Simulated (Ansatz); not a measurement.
The cluster B₂H₃⁺. Total charge 1; triplet. Geometry B3LYP-D4/def2-TZVP, that of the neutral doublet; atoms count from 1.

```xyz
5

B     0.1872   -0.5850   -0.0152
B    -0.2885    0.9012    0.0232
H    -0.6468    2.0214    0.0524
H    -0.0521   -1.2814   -0.9567
H     0.8002   -1.0563    0.8963
```

At PBE0-D4/def2-TZVP a singlet of charge 1 lies 3.02 eV below the triplet at the same geometry. The structure comes from a short search, and lower isomers may exist.

Estimate the Mulliken populations from the PBE0/def2-TZVP orbitals of Ansatz.


```csv
atom,charge (e),spin (α − β)
B1,-0.03,0.76
B2,0.32,0.99
H3,0.26,0.06
H4,0.22,0.09
H5,0.22,0.09
```
Mulliken values depend strongly on the basis.

Where does the spin sit?

Summed by element: B 1.75, H 0.25, of 2 unpaired in all. Largest on single atoms: B2 0.99, B1 0.76, H5 0.09.

And the Mayer bond orders between heavy atoms (over 0.3)?

B1–B2 1.41 (1.56 Å).
